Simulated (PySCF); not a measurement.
Mayer bond orders and bond lengths

Species: CH2O2.
Numbering: `[O:1]=[CH:2][OH:3]` (hydrogens: H4 on C2; H5 on O3)

Structure used (GFN2-xTB), in Å, numbered top down from 1:
```xyz
5
CH2O2 angstrom
O     -0.659    1.126   -0.554
C     -0.414    0.025   -0.167
O      0.782   -0.539   -0.159
H     -1.155   -0.678    0.240
H      1.454    0.068   -0.515
```

Bond orders from the PBE0/pcSseg-1 density (PySCF). Isolated species at its GFN2-xTB geometry (one conformer only).

(1) Where do the orders between heavy atoms depart from those drawn in the SMILES?

(2) Give the Mayer order of every bond between heavy atoms, beside its length.

Results:

(1) The largest departure is 0.160, at C2–O3 (drawn single, 1.160). Drawn single, order above 1.12: C2–O3 (1.160).

(2) 
```
 bond  drawn as  length (Å)  Mayer order
O1–C2    double       1.193        1.989
C2–O3    single       1.322        1.160
```

By pair of heavy elements: C–O: lowest C2–O3 (1.160, 1.322 Å), highest O1–C2 (1.989, 1.193 Å).

**Question.** And the bonds to hydrogen?

**Answer.** C–H: 0.92 (1 bond); H–O: 0.92 (1 bond).

**Question.** Sum the orders of all bonds at each heavy atom with more than one neighbour and set the sums beside the valence in the SMILES.

**Answer.** C2 4.071 (drawn 4), O3 2.081 (drawn 2). Orders between atoms that aren't bonded are not in these sums.

For a closed shell the Mayer order of atoms A and B is Σ (PS)μν (PS)νμ over the basis functions μ on A and ν on B, with P the density and S the overlap matrix.
